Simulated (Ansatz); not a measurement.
A made-up structure of CH$_{4}$BSi, doublet:

```xyz
7
angstrom
B 0.5590 0.1177 0.7572
C 0.0345 0.2514 -0.9772
Si -1.0822 -0.4422 -0.5623
H -2.2769 -1.1481 -0.2612
H 0.5335 0.7108 -1.8178
H 0.4709 0.9947 1.4960
H 1.3529 -0.6394 1.1023
```

It is relaxed with PBE-D4/def2-SVP and then PBE0-D4/def2-TZVP (Ansatz 0.2.0). Atoms count as bonded within 1.22 times the sum of their covalent radii (H–H: 0.88 Å). The end point is not checked to be a true minimum.

Question: Does its bonding change? (Judge from chemistry; the calculation decides.)

Answer: Computed: Yes. Formed: Si3–H6; broken: none.

Where it ends: The first stage lowers the energy by 5.16 eV in 17 steps. It ends as CH₄BSi ([H]1[BH]2[CH][SiH]12):
```xyz
7
angstrom
B 0.7245 0.0705 0.3975
C 0.2679 0.2189 -0.9549
Si -1.3028 0.2494 -0.1339
H -2.1252 -1.0076 0.0416
H 0.6984 0.3230 -1.9346
H -0.3444 0.0221 1.2160
H 1.6733 -0.0314 1.1053
```

Labels in which every atom is bracketed show which atoms are joined, not bond orders.

For scale, one of the runs: PBE0-D4/def2-TZVP relaxation, 123 basis functions, launched by `ansatz run in.yaml --threads 2 --pin off --events-out ev --progress --plain --max-ram 4352MiB`. The run took about 24 s on 2 CPU threads of an Arm Neoverse V1 (shared host).
